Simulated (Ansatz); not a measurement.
**H2O2 (hydrogen peroxide): CCSDT/STO-3G**

Aim: the energy change on altering one bond length of H2O2 (hydrogen peroxide) at CCSDT/STO-3G, from 2 runs. 

The calculation is run with Ansatz 0.2.0.

36 further runs of the same task are left out: 9 that didn't finish, 27 set aside as unsound or not needed.

**1. The molecule**

H2O2 has 4 atoms, charge 0, and is taken as a singlet. SMILES: `OO`. The coordinates come from a PBE0-D4/def2-TZVP relaxation.

Bond lengths: O1–O2 1.426 Å, O1–H3 0.965 Å, O2–H4 0.965 Å. Angles: O1–O2–H4 101.1°, O2–O1–H3 101.1°.

**2. The energy at CCSDT/STO-3G**

File run.yaml:

```yaml
crystal:
  periodic: [false, false, false]
  atoms:
    - {symbol: O, position_ang: [-0.486800, -0.581100, 0.030600]}
    - {symbol: O, position_ang: [0.048300, 0.728400, 0.206900]}
    - {symbol: H, position_ang: [0.186400, -1.117000, 0.467400]}
    - {symbol: H, position_ang: [0.252100, 0.969800, -0.704900]}
basis:
  gaussian:
    orbitals: STO-3G
correlation:
  method: ccsdt
  frozen_orbitals: {H: 0, O: 1}
accuracy: high
scf:
  omitted_lower_state_checks: [cluster_reference, increment]
```

The run is started by

```sh
$ ansatz run run.yaml --threads 1 --pin off --max-ram 2610MiB --events-out events.jsonl --progress --plain --runs-dir runs
```

The log of the run, shortened:

```text
Warning: RAYON_NUM_THREADS=1 ignored (pool sized by the plan → 1); use --threads N
Functional definition: HF
  name "HF"
[...]
188 factors; integrals over basis functions are off by at most 3.5e-8 eV
[...]
mean field -4047.98053007 eV, -148.7605406603 hartree, gradient 2.2e-8 eV, S^2 0.000000; 0 other end points of the search recorded, 0 dependent functions left out
2 core orbitals not correlated: weight in the atoms' cores, before any rotation towards them, 1.000 or more for the frozen orbitals, at most 0.000 for the correlated occupied ones
reference -4047.98053007 eV, -148.7605406603 hartree; 7, 7 occupied and 3, 3 virtual orbitals, 188 factors
second order -2.06818609 eV of doubles, -0.00000000 eV of singles
cycle   1  -2.56968215 eV  change   -5.0e-1 eV  update   5.4e-2
[...]
cycle  22  -2.85221725 eV  change   2.9e-10 eV  update   1.3e-9
Total energy: -4050.83274732 eV, -148.8653577110 hartree
Checks for a lower state left out: cluster_reference, increment
```

It took 0.12 s on 1 thread of Arm Neoverse V2, shared host.

**3. The distorted shape**

File job.yaml:

```yaml
crystal:
  periodic: [false, false, false]
  atoms:
    - {symbol: O, position_ang: [-0.620559, -0.908436, -0.013470]}
    - {symbol: O, position_ang: [0.048300, 0.728400, 0.206900]}
    - {symbol: H, position_ang: [0.052641, -1.444336, 0.423330]}
    - {symbol: H, position_ang: [0.252100, 0.969800, -0.704900]}
basis:
  gaussian:
    orbitals: STO-3G
magnetization:
  spin_polarized: false
correlation:
  method: ccsdt
  frozen_orbitals: {H: 0, O: 1}
accuracy: high
scf:
  omitted_lower_state_checks: [cluster_reference, increment]
```

The run is started by

```sh
$ ansatz run job.yaml --threads 1 --pin off --max-ram 2610MiB --events-out events.jsonl --progress --plain --runs-dir runs
```

The log of the run, shortened:

```text
Warning: RAYON_NUM_THREADS=1 ignored (pool sized by the plan → 1); use --threads N
Functional definition: HF
  name "HF"
[...]
188 factors; integrals over basis functions are off by at most 3.4e-8 eV
[...]
mean field -4045.18644251 eV, -148.6578598365 hartree, gradient 9.1e-8 eV, S^2 0.000000; 0 other end points of the search recorded, 0 dependent functions left out; unrestricted orbitals would lower it
2 core orbitals not correlated: weight in the atoms' cores, before any rotation towards them, 1.000 or more for the frozen orbitals, at most 0.000 for the correlated occupied ones
reference -4045.18644251 eV, -148.6578598365 hartree; 7, 7 occupied and 3, 3 virtual orbitals, 188 factors
second order -3.21333470 eV of doubles, -0.00000000 eV of singles
cycle   1  -3.76699064 eV  change   -9.3e-1 eV  update   9.8e-2
[...]
cycle  37  -4.58300134 eV  change   8.5e-11 eV  update  4.2e-10
WARN: these amplitudes may be one of several solutions (largest doubles amplitude 0.35, level shift 2.91 eV)
Total energy: -4049.76944386 eV, -148.8262820294 hartree
Checks for a lower state left out: cluster_reference, increment
```

It took 0.14 s on 1 thread of Arm Neoverse V2, shared host.

**4. Summary of results**

At CCSDT/STO-3G, 2 core orbitals frozen:

```
                                                         quantity          value
                                        first shape: total energy  -148.86536 Eh
         first shape: correlation energy (2 core orbitals frozen)     -104.8 mEh
                                       first shape: T1 diagnostic          0.007
                                    distorted shape: total energy  -148.82628 Eh
     distorted shape: correlation energy (2 core orbitals frozen)     -168.4 mEh
                                   distorted shape: T1 diagnostic          0.013
energy change with the O1–O2 bond stretched from 1.426 to 1.782 Å       1.063 eV
```

What this shows: With the O1–O2 bond stretched from 1.426 to 1.782 Å the energy rises by 1.06 eV (25 kcal/mol). The first shape isn't relaxed at this level, so the change isn't measured from a minimum. The minimal basis adds a large error of its own. The restricted solution (distorted shape) is unstable to spin breaking: an unrestricted one lies lower.
